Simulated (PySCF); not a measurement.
methylamine cation (CH5N), SMILES CN (connectivity only; charge and spin as stated), charge +1, multiplicity 2.

The structure is a stationary point at B3LYP-D3(BJ)/def2-TZVP. The multiplicity is an assumed one; other spin states were not compared.

Method: PySCF with ωB97X/def2-TZVPD.

Isolated molecule, no solvent.

Computed frontier levels, dipole moment and polarisability:
```
Item                                                               Result
------------------------------------------------  -----------------------
α spin, highest occupied and lowest empty level       -18.69 and -3.25 eV
β spin, highest occupied and lowest empty level       -20.52 and -8.84 eV
dipole moment about the centre of nuclear charge                   1.49 D
mean static polarisability                           20.0 bohr³ (2.96 Å³)
polarisability, principal values                   16.4, 18.3, 25.2 bohr³
⟨S²⟩                                              0.755 (pure state 0.75)
```
